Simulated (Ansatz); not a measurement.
C4H6F2, SMILES `CC/C(F)=C\F`. Charge 0, multiplicity 1.

```xyz
12

C    -0.431   -1.501    0.463
C     0.359   -0.206    0.631
C    -0.201    0.913   -0.158
F    -1.450    1.275    0.192
C     0.362    1.583   -1.151
F     1.600    1.288   -1.567
H    -0.009   -2.289    1.088
H    -0.408   -1.839   -0.575
H    -1.475   -1.363    0.751
H     0.365    0.090    1.686
H     1.399   -0.346    0.331
H    -0.110    2.395   -1.689
```

Problem. List the harmonic frequencies (cm⁻¹, unscaled) at PBE0-D4/def2-TZVP in Ansatz. (An estimate is asked.)

Solution. Ansatz gave: 72, 195, 231, 258, 327, 430, 567, 612, 789, 818, 840, 1005, 1086, 1095, 1184, 1237, 1303, 1321, 1393, 1407, 1466, 1490, 1501, 1798, 3048, 3060, 3117, 3137, 3145, 3239.

Problem. Is this a minimum?

Solution. Yes, all 30 modes are real.

Problem. Give the ideal-gas thermochemistry at 298.15 K and 1 bar (rigid rotor, harmonic oscillator; point group C1, symmetry number 1).

Solution. Zero-point energy 246.3 kJ/mol; H(298) − E = 266.0 kJ/mol; entropy 336.4 J/(mol·K), of which translation 165.3, rotation 113.0, vibration 58.2; G(298) − E = 165.7 kJ/mol. Modes under 100 cm⁻¹ are hindered rotations or soft bends, so the harmonic entropy is rough.

Problem. And at 400, 500, 600, 800 and 1000 K?

Solution. 
```
T (K)  H − E (kJ/mol)  S (J/mol/K)  G − E (kJ/mol)
  400           277.7        369.9           129.7
  500           291.4        400.4            91.2
  600           307.1        428.9            49.7
  800           343.0        480.4           -41.3
 1000           383.6        525.6          -142.0
```
